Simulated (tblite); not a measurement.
Parent: `[CH2:1][CH:2]=[CH2:3]` (doublet state) with H–C1–C2–C3 180° and 0°, C3H5.

Computed geometry: GFN2-xTB, gas phase. Open shells are treated by occupation alone. One conformer each, not checked by frequencies here.

| coordinate of the parent | value |
| --- | --- |
| C1–C2 | 1.372 Å |
| C2=C3 | 1.372 Å |
| C1–C2–C3 | 124.3° |

Q: How does the shared frame change in `[CH2:1]/[CH:2]=[CH:3]/[CH2:4][F:5]` (doublet state) with H–C1–C2–C3 180° and 0°, C2–C3–C4–F5 0°, C4H6F? Atoms pair as C1 = C1, C2 = C2, C3 = C3 (parent first).

A: 
```json
{"parent": "C1–C2", "relative": "C1–C2", "value in the relative": "1.369 Å", "change": "-0.003"}
{"parent": "C2=C3", "relative": "C2=C3", "value in the relative": "1.377 Å", "change": "+0.005"}
{"parent": "C1–C2–C3", "relative": "C1–C2–C3", "value in the relative": "124.2°", "change": "-0.1"}
```

Of the parent's bonds, C2–C3 changes most (+0.005 Å). Bonds of the relative outside the shared frame: C3–C4 1.485, C4–F5 1.372 Å. Point group C2v → Cs.
